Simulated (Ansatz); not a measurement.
**PHS (singlet): the correlation ladder at distance P1–S2 = 1.743 Å, cc-pVDZ**

An exercise on one series of results from a longer session: the logs are not shown, and one member is left open.

The runs use Ansatz 0.2.0, Gaussian basis; cc-pVDZ, core rule «outside noble gas», up to 10 orbitals frozen.

Plan: UHF; CCSD(T) on RHF; CCSD(T) on UHF; BCCD(T) on RHF; CISD; CCSDT(Q) on RHF; CCSDT(Q) on UHF; CASSCF and MRCISD+Q, 2 electrons in 2 orbitals; CASSCF and NEVPT2, 2 electrons in 2 orbitals; CASSCF and MRCISD+Q, 12 electrons in 9 orbitals; CASSCF and NEVPT2, 12 electrons in 9 orbitals.

30 further runs of the same task are left out: 2 for a mislabelled method, 2 for a known fault of the program, 22 that didn't finish, 4 set aside as unsound or not needed.

### What is computed

The geometry derives from a PBE0/def2-TZVP stationary point (not a proven minimum). One bond is set to the value named and the two fragments are kept rigid.

3 atoms, charge 0, spin multiplicity 1.

Atoms are counted from 1 here; the program's logs count them from 0.

Bond lengths: P1–S2 1.743 Å, S2–H3 1.372 Å. Angles: P1–S2–H3 106.9°.

As a file:

```mol
HPS
  3D, bonds by distance, orders not assigned

  3  2  0  0  0  0  0  0  0  0999 V2000
    0.0000    0.0312    0.9060 P   0  0
    0.0000   -0.0685   -0.8341 S   0  0
    0.0000    1.2196   -1.3078 H   0  0
  1  2  8  0
  2  3  8  0
M  END
```

Set-up of the first run:

File in.yaml:

```yaml
crystal:
  periodic: [false, false, false]
  atoms:
    - {symbol: P, position_ang: [0.000000, 0.031250, 0.906042]}
    - {symbol: S, position_ang: [0.000000, -0.068523, -0.834100]}
    - {symbol: H, position_ang: [0.000000, 1.219565, -1.307755]}
basis:
  gaussian: {orbitals: cc-pVDZ}
magnetization: {spin_polarized: true, initial_magnetization: 0}
hamiltonian: {xc: hf}
output: {orbitals: {seedname: orbitals}}
```

Run with:

```console
$ ansatz run in.yaml --threads 1 --pin off --events-out ev --progress --plain --max-ram 2393MiB
```

Steps of the session up to this table: UHF; CCSD(T) on RHF; CCSD(T) on UHF; BCCD(T) on RHF; CISD; CCSDT(Q) on RHF; CCSDT(Q) on UHF; CASSCF and MRCISD+Q, 2 electrons in 2 orbitals; CASSCF and NEVPT2, 2 electrons in 2 orbitals; CASSCF and MRCISD+Q, 12 electrons in 9 orbitals; CASSCF and NEVPT2, 12 electrons in 9 orbitals.

One of the session's tables, all rows but one given; the rest of the session is left out.

```
          method  from RCCSDT(Q) (kcal/mol)
             RHF                    +172.43
             UHF                    +167.48
            RMP2                     +26.17
            UMP2                     +29.78
            CISD                     +21.76
           RCCSD                      +6.81
           UCCSD                      +7.29
        RCCSD(T)                      +1.08
        UCCSD(T)                          ?
         BCCD(T)                      +1.05
          RCCSDT                      +0.51
          UCCSDT                      +0.63
       RCCSDT(Q)                          0
       UCCSDT(Q)                       0.00
  CASSCF valence                    +134.73
  NEVPT2 valence                     +29.83
  MRCISD valence                     +12.40
MRCISD+Q valence                      +0.93
```

Q: Estimate the row for UCCSD(T) from the others.

The run gave: from RCCSDT(Q) (kcal/mol): +1.66. In the column «from RCCSDT(Q) (kcal/mol)» it lies between RCCSD(T) (+1.08) and RCCSD (+6.81).

Left out of the table: CASSCF pair, NEVPT2 pair, MRCISD pair, MRCISD+Q pair (the active space lost an orbital or holds another state than full CI finds).

Limits of these values: The determinant is far from a pure spin state, so its energy mixes those of several spin states (harmless only where they are near-degenerate, as at dissociation). Restricted and unrestricted rows rest on different reference determinants; where their highest levels disagree by more than a few hundredths of an eV, they describe different states and don't form one ladder. Warnings in the runs' records: passed over end.
